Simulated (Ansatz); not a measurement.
## How far a parabola holds: energy against volume of zinc-blende AlAs

We consider zinc-blende AlAs, described by revPBE (Ansatz, a quantum-chemistry and plane-wave program, PAW). Numerical settings: plane-wave cutoff 520 eV, 10×10×10 k mesh, Fermi–Dirac smearing 0.01 eV, scalar-relativistic PAW data made under PBE. The cell has no free parameter but its volume, all volumes share cutoff and mesh, and the runs aren't spin-polarised. Energies are free energies at the run's smearing, counted from the lowest row; static lattice.

```csv
V (Å³/atom),E (meV/atom)
22.941,8.22
23.419,1.97
23.897,0.00
24.375,1.87
24.853,7.20
25.331,?
```

Fit E of the 5 rows that show it with a parabola. With u = V - 23.9, the rows have u = -0.9590, -0.4810, -0.0030, 0.4750, 0.9530. Least squares gives E = -0.006 - 0.3971·u + 8.4407·u². Residuals (row less fit): 0.082, -0.168, 0.005, 0.160, -0.081; standard error 0.183 (degrees of freedom: 2). The fitted curve has its minimum at V = 23.9, where E = -0.01. Its curvature is d²E/dV² = 2 × 8.4407 meV/Å⁶, so B = V0·d²E/dV² × 0.1602 = 64.7 GPa.

Q: What does the fit predict for E at V = 25.331, and how far is the calculated value from it?

A: u = 1.4310, so E = -0.006 - 0.3971 × 1.4310 + 8.4407 × 1.4310² = 16.710 meV/atom. The calculation gives 15.63 meV/atom, 1.080 meV/atom below the prediction (6.9 % of the range of E in the table). The row lies outside the fitted rows, so this is an extrapolation. From the scatter of the fitted rows alone, a prediction at this place has a standard error of 0.434 meV/atom, so the miss is 2.5 times that.

The residuals are curvature that a parabola lacks, not noise. A solid that stiffens under compression and softens on expansion lies above the parabola at the compressed end and under it at the expanded end, as this row does. A third-order Birch-Murnaghan fit to the whole scan has B0 = 64.4 GPa. Only scans are tabulated whose curvature falls smoothly with volume, and where the parabola meets the shown rows within 5 % of their range and misses the end by 0.1 meV or more.

Measured, for comparison: bulk modulus 75 GPa (0 K value with the zero-point phonon effect removed; as tabulated in Mejia-Rodriguez and Trickey (2018), arXiv:1807.09216). Computed less measured: bulk modulus -14 %.
